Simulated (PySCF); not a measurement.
C6H4O2.
Atom-mapped SMILES: `[cH:1]1[cH:2][c:3]2[o:4][cH:5][cH:6][c:7]2[o:8]1` (hydrogens: H9 on C1; H10 on C2; H11 on C5; H12 on C6)

The same species was optimised twice, with GFN2-xTB and with PBE0-D3(BJ)/def2-SVP (PySCF), and the same property calculations (PySCF, gas phase) were run on both structures.

| coordinate | GFN2-xTB | PBE0-D3(BJ)/def2-SVP | change |
| --- | --- | --- | --- |
| C3–C7 (Å) | 1.391 | 1.369 | -0.022 |
| C2–C3 (Å) | 1.413 | 1.422 | +0.009 |
| C6–C7 (Å) | 1.413 | 1.422 | +0.009 |
| O4–C5 (Å) | 1.357 | 1.364 | +0.007 |
| C1–O8 (Å) | 1.357 | 1.364 | +0.007 |
| C5–C6 (Å) | 1.366 | 1.372 | +0.006 |
| C1–C2 (Å) | 1.366 | 1.372 | +0.006 |
| C7–O8 (Å) | 1.345 | 1.344 | -0.001 |
| C3–O4 (Å) | 1.345 | 1.344 | -0.001 |
| C3–C7–C6 (°) | 106.9 | 107.9 | +1.0 |
| C6–C7–O8 (°) | 142.7 | 141.6 | -1.1 |
| C2–C3–C7 (°) | 106.9 | 107.9 | +1.0 |
| C2–C3–O4 (°) | 142.7 | 141.6 | -1.1 |
| C5–C6–C7 (°) | 104.1 | 103.2 | -0.9 |
| C1–C2–C3 (°) | 104.1 | 103.2 | -0.9 |
| C2–C1–O8 (°) | 113.2 | 112.8 | -0.4 |
| O4–C5–C6 (°) | 113.2 | 112.8 | -0.4 |

Rotational constants: A = 5439, B = 2274, C = 1603 MHz (GFN2-xTB) against A = 5429, B = 2266, C = 1599 MHz (PBE0-D3(BJ)/def2-SVP). Point groups within 0.08 Å: C2h and C2h.

On the GFN2-xTB structure: HOMO (eV) -6.09 [PBE0/pcSseg-1]; LUMO (eV) -0.27 [PBE0/pcSseg-1]; GIAO shielding of C1/C5 (mean) (ppm) 38.4 [PBE0/pcSseg-1]; GIAO shielding of C2/C6 (mean) (ppm) 82.8 [PBE0/pcSseg-1]; GIAO shielding of C3/C7 (mean) (ppm) 30.3 [PBE0/pcSseg-1]; GIAO shielding of O4/O8 (mean) (ppm) 89.1 [PBE0/pcSseg-1].

Question: What do these properties become on the PBE0-D3(BJ)/def2-SVP structure?

Answer: 
| property | level | on GFN2-xTB | on PBE0-D3(BJ)/def2-SVP | change |
| --- | --- | --- | --- | --- |
| HOMO (eV) | PBE0/pcSseg-1 | -6.09 | -6.14 | -0.05 |
| LUMO (eV) | PBE0/pcSseg-1 | -0.27 | -0.28 | -0.01 |
| energy, GFN2-xTB geometry as zero (kcal/mol) | PBE0/pcSseg-1 | 0.0 | -0.8 | -0.8 |
| GIAO shielding of C1/C5 (mean) (ppm) | PBE0/pcSseg-1 | 38.4 | 35.5 | -2.9 |
| GIAO shielding of C2/C6 (mean) (ppm) | PBE0/pcSseg-1 | 82.8 | 81.2 | -1.6 |
| GIAO shielding of C3/C7 (mean) (ppm) | PBE0/pcSseg-1 | 30.3 | 33.7 | +3.4 |
| GIAO shielding of O4/O8 (mean) (ppm) | PBE0/pcSseg-1 | 89.1 | 86.8 | -2.3 |

The heavy atoms differ by 0.010 Å rms after alignment. Among bonds between heavy atoms C3–C7 changes most (-0.022 Å). Changes are differences of the printed values. Neither structure is proved a minimum here.
